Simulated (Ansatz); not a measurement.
One change: `COCCF` becomes `FCCCCl`.

Ansatz, PBE0-D4/def2-TZVP geometries, multiplicity 1. Each molecule was computed in one conformer, which needn't be the lowest.

```json
{"property": "LUMO energy (ωB97M-V/def2-TZVPP) / eV", "`COCCF`": "2.98"}
{"property": "HOMO energy (PBE/def2-TZVPP) / eV", "`COCCF`": "-5.89"}
{"property": "size of the dipole moment (ωB97M-V/def2-TZVPP) / D", "`COCCF`": "1.02"}
{"property": "HOMO energy (B3LYP/def2-TZVPP) / eV", "`COCCF`": "-7.27"}
{"property": "HOMO–LUMO gap (PBE0/def2-TZVPP) / eV", "`COCCF`": "9.00"}
{"property": "size of the dipole moment (PBE/def2-TZVPP) / D", "`COCCF`": "0.94"}
```

**Question.** Give the same properties after the change, and the shifts. (An estimate is asked.)

**Answer.** Ansatz gave: 
```tsv
property	`FCCCCl`	shift
LUMO energy (ωB97M-V/def2-TZVPP) / eV	2.64	-0.34
HOMO energy (PBE/def2-TZVPP) / eV	-7.00	-1.11
size of the dipole moment (ωB97M-V/def2-TZVPP) / D	2.12	1.10
HOMO energy (B3LYP/def2-TZVPP) / eV	-8.18	-0.91
HOMO–LUMO gap (PBE0/def2-TZVPP) / eV	9.32	0.32
size of the dipole moment (PBE/def2-TZVPP) / D	2.03	1.09
```

With PBE0 the HOMO falls by 0.95 eV and the LUMO falls by 0.62 eV, so the gap widens by about 0.33 eV. PBE moves the HOMO by -1.11 eV and ωB97M-V by -0.86 eV. Dipoles are sizes alone; their direction can turn.

B3LYP here is the variant with VWN-RPA as its local correlation; programs differ in this.
